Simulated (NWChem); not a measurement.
**One shape, several levels: C4H5N (pyrrole)**

We compute a comparison of 3 runs (B3LYP/6-31G*, B2PLYP/def2-SVP, wB97X/def2-SVP) of C4H5N (pyrrole). 

Program for the calculation: NWChem 7.3.0.

1 further run of the same task is left out (it didn't finish).

## (1) The molecule

The species is C4H5N (10 atoms), meant as a singlet with charge 0. As SMILES, `c1cc[nH]c1`. Geometry: relaxed at PBE0-D4/def2-TZVP.

Bond lengths: C1–C2 1.417 Å, C2–C3 1.371 Å, C3–N4 1.363 Å, C1–C5 1.371 Å, N4–C5 1.363 Å, C1–H6 1.079 Å, C2–H7 1.079 Å, C3–H8 1.078 Å, N4–H9 1.003 Å, C5–H10 1.078 Å. Some angles: C1–C2–C3 107.3°, C2–C1–C5 107.3°, C2–C3–N4 107.7°, C3–N4–C5 110.0°, C1–C5–N4 107.7°, C1–C2–H7 126.9°, C3–C2–H7 125.7°, C2–C1–H6 126.9°, C5–C1–H6 125.7°, C2–C3–H8 131.0°.

## (2) Energy and gradient at B3LYP/6-31G(d) (spherical functions) (run 1)

File a.nw:

```
start a
memory stack 880 mb heap 220 mb global 1100 mb

geometry noautosym nocenter noautoz
 C        0.384600       0.594100      -0.956400
 C        0.750200      -0.724400      -0.589800
 C        0.090300      -1.022300       0.574600
 N       -0.655400       0.066100       0.918400
 C       -0.486100       1.056300      -0.003400
 H        0.721300       1.143400      -1.821400
 H        1.421500      -1.381800      -1.119400
 H        0.092400      -1.914300       1.179700
 H       -1.241900       0.129000       1.729700
 H       -0.993800       2.002600       0.090700
end

basis spherical bse
 C library 6-31G*
 N library 6-31G*
 H library 6-31G*
end

dft
 xc b3lyp
 grid xfine
 convergence energy 1e-08
 iterations 100
 mulliken
end

task dft gradient
```

Launch:

```console
$ nwchem a.nw > a.out
```

What it wrote:

```text
[...]
          Wavefunction type:  closed shell.
          No. of atoms     :    10
          No. of electrons :    36
[...]
          Charge           :     0
          Spin multiplicity:     1
[...]
          AO basis - number of functions:    80
[...]
              XC Information
              --------------
                         B3LYP Method XC Potential
                     Hartree-Fock (Exact) Exchange  0.200
                        Slater Exchange Functional  0.800 local
                    Becke 1988 Exchange Functional  0.720 non-local
              Lee-Yang-Parr Correlation Functional  0.810
                  VWN I RPA Correlation Functional  0.190 local
[...]
 d= 0,ls=0.0,diis     1   -210.1043252608 -3.72D+02  1.13D-02  4.63D-01     6.8
[...]
 d= 0,ls=0.0,diis    10   -210.1612063737 -5.71D-10  1.95D-07  2.43D-10    59.4
         Total DFT energy =     -210.161206373659
      One electron energy =     -602.861414705228
           Coulomb energy =      261.521480296911
    Exchange-Corr. energy =      -30.556147743774
 Nuclear repulsion energy =      161.734875778433
[...]
      Total Density - Mulliken Population Analysis
     ---------------------------------------------
    Atom       Charge   Shell Charges
 -----------   ------   -------------------------------------------------------
    1 C    6     6.17   2.00  0.68  2.10  0.50  0.86  0.04
    2 C    6     6.17   2.00  0.68  2.10  0.50  0.86  0.04
    3 C    6     5.99   2.00  0.69  2.09  0.41  0.76  0.05
    4 N    7     7.52   2.00  0.78  2.57  0.79  1.35  0.04
    5 C    6     5.99   2.00  0.69  2.09  0.41  0.76  0.05
    6 H    1     0.88   0.53  0.35
    7 H    1     0.88   0.53  0.35
    8 H    1     0.86   0.53  0.33
    9 H    1     0.67   0.51  0.16
   10 H    1     0.86   0.53  0.33
[...]
  wavefunction    = closed shell
[...]
```

Run time: 71 s. Hardware: 1 thread of Intel Xeon Platinum 8259CL at 2.50GHz (Skylake/Cascade Lake), shared host; peak memory 0.15 GiB.

## (3) The energy at B2PLYP/def2-SVP (run 2)

File sp.nw:

```
start sp
title "C4H5N B2PLYP"
memory stack 880 mb heap 220 mb global 1100 mb
geometry units bohr noautosym nocenter noautoz
  C      0.72678867     1.12268629    -1.80733407
  C      1.41767254    -1.36891760    -1.11456047
  C      0.17064227    -1.93186702     1.08583663
  N     -1.23852650     0.12491090     1.73552447
  C     -0.91859587     1.99611771    -0.00642507
  H      1.36305945     2.16071285    -3.44194716
  H      2.68624569    -2.61122356    -2.11535942
  H      0.17461069    -3.61750272     2.22930991
  H     -2.34685087     0.24377467     3.26865928
  H     -1.87800982     3.78436554     0.17139816
end
basis spherical bse
  * library def2-SVP
end
dft
  xc hfexch 0.53 becke88 0.47 lyp 0.73 mp2 0.27
  dftmp2 semidirect
  grid fine
  convergence energy 1e-08
  iterations 100
  mulliken
end
mp2
  freeze core 5
end
task dft energy
```

Launch:

```console
$ nwchem sp.nw > sp.out
```

What it wrote:

```text
[...]
          Wavefunction type:  closed shell.
          No. of atoms     :    10
          No. of electrons :    36
[...]
          Charge           :     0
          Spin multiplicity:     1
[...]
          AO basis - number of functions:    95
[...]
              XC Information
              --------------
                     Hartree-Fock (Exact) Exchange  0.530
                    Becke 1988 Exchange Functional  0.470
              Lee-Yang-Parr Correlation Functional  0.730
[...]
 d= 0,ls=0.0,diis     1   -209.5060754543 -3.71D+02  7.37D-03  3.50D-01     3.3
[...]
 d= 0,ls=0.0,diis     8   -209.5598390521 -8.34D-09  2.84D-06  1.66D-07    22.5
         Total DFT energy =     -209.559839052138
      One electron energy =     -602.166468092160
           Coulomb energy =      260.894419306423
    Exchange-Corr. energy =      -30.022654346981
 Nuclear repulsion energy =      161.734864080580
[...]
      Total Density - Mulliken Population Analysis
     ---------------------------------------------
    Atom       Charge   Shell Charges
 -----------   ------   -------------------------------------------------------
    1 C    6     6.06   1.99  0.89  0.29  2.09  0.76  0.04
    2 C    6     6.06   1.99  0.89  0.29  2.09  0.76  0.04
    3 C    6     5.94   1.99  0.89  0.22  2.07  0.71  0.06
    4 N    7     7.16   1.99  0.98  0.39  2.49  1.28  0.03
    5 C    6     5.94   1.99  0.89  0.22  2.07  0.71  0.06
    6 H    1     1.00   0.76  0.22  0.03
    7 H    1     1.00   0.76  0.22  0.03
    8 H    1     0.99   0.76  0.21  0.02
    9 H    1     0.87   0.73  0.10  0.05
   10 H    1     0.99   0.76  0.21  0.02
[...]
  Basis functions       =     95
[...]
```

It took 28 s on 1 thread of Intel Xeon Platinum 8259CL at 2.50GHz (Skylake/Cascade Lake), shared host; peak memory 0.28 GiB.

## (4) Energy and gradient at wB97X/def2-SVP (run 3)

File run.nw:

```
start run
title "C4H5N gradient"
memory stack 880 mb heap 220 mb global 1100 mb

geometry noautosym nocenter noautoz
  C      0.384600     0.594100    -0.956400
  C      0.750200    -0.724400    -0.589800
  C      0.090300    -1.022300     0.574600
  N     -0.655400     0.066100     0.918400
  C     -0.486100     1.056300    -0.003400
  H      0.721300     1.143400    -1.821400
  H      1.421500    -1.381800    -1.119400
  H      0.092400    -1.914300     1.179700
  H     -1.241900     0.129000     1.729700
  H     -0.993800     2.002600     0.090700
end

basis spherical bse
  * library def2-SVP
end

dft
  xc wb97x
  mult 1
  grid fine
  convergence energy 1e-08
  maxiter 100
  mulliken
  print medium
end

task dft gradient
```

Launch:

```console
$ nwchem run.nw > run.out
```

What it wrote:

```text
[...]
          Wavefunction type:  closed shell.
          No. of atoms     :    10
          No. of electrons :    36
[...]
          Charge           :     0
          Spin multiplicity:     1
[...]
          AO basis - number of functions:    95
[...]
              XC Information
              --------------
                       wb97x  Method XC Functional
                     Hartree-Fock (Exact) Exchange  1.000
                         wb97x Exchange Functional  1.000
                      wb97x Correlation Functional  1.000
[...]
 d= 0,ls=0.0,diis     1   -209.9133298875 -3.72D+02  6.86D-03  3.67D-01     9.6
[...]
 d= 0,ls=0.0,diis    10   -209.9640438139 -1.33D-09  4.60D-07  1.49D-09    96.6
         Total DFT energy =     -209.964043813938
      One electron energy =     -602.305530764093
           Coulomb energy =      261.025078859379
    Exchange-Corr. energy =      -30.418467687656
 Nuclear repulsion energy =      161.734875778433
[...]
      Total Density - Mulliken Population Analysis
     ---------------------------------------------
    Atom       Charge   Shell Charges
 -----------   ------   -------------------------------------------------------
    1 C    6     6.06   1.99  0.88  0.29  2.11  0.76  0.04
    2 C    6     6.06   1.99  0.88  0.29  2.11  0.76  0.04
    3 C    6     5.97   1.99  0.89  0.23  2.09  0.72  0.05
    4 N    7     7.11   1.99  0.98  0.37  2.50  1.24  0.03
    5 C    6     5.97   1.99  0.89  0.23  2.09  0.72  0.05
    6 H    1     1.00   0.75  0.22  0.02
    7 H    1     1.00   0.75  0.22  0.02
    8 H    1     0.98   0.75  0.21  0.02
    9 H    1     0.87   0.73  0.10  0.04
   10 H    1     0.98   0.75  0.21  0.02
[...]
  wavefunction    = closed shell
[...]
```

Wall time 2.4 min (1 thread of Intel Xeon Platinum 8259CL at 2.50GHz (Skylake/Cascade Lake), shared host); peak memory 0.12 GiB.

## (5) The series

| run | level | task | integration grid | energy (Eh) | dipole moment (D) | HOMO energy (eV) | LUMO energy (eV) | wall time |
| --- | --- | --- | --- | --- | --- | --- | --- | --- |
| 1 | B3LYP/6-31G* (spherical functions) | gradient | xfine | -210.161206 | 1.94 | -5.48 | 1.48 | 71 s |
| 2 | B2PLYP/def2-SVP | energy | fine | -209.789131 | 2.02 | -6.76 | 2.78 | 28 s |
| 3 | wB97X/def2-SVP | gradient | fine | -209.964044 | 2.06 | -8.30 | 3.56 | 2.4 min |

## (6) Summary of results

```
                       quantity          value
            run 3: total energy  -209.96404 Eh
           run 3: dipole moment         2.06 D
             run 3: HOMO energy       -8.30 eV
             run 3: LUMO energy        3.56 eV
           run 3: HOMO–LUMO gap       11.86 eV
run 3: largest force on an atom     0.413 eV/Å
```

What this shows: The dipole moment (its size) runs from 1.94 D (B3LYP/6-31G*) to 2.06 D (wB97X/def2-SVP). The two ends differ in method and basis. The HOMO–LUMO gap runs from 6.97 eV (B3LYP/6-31G*) to 11.86 eV (wB97X/def2-SVP). Totals of different functionals can't be ranked against each other. All runs together took 4 min, the longest 2.4 min.
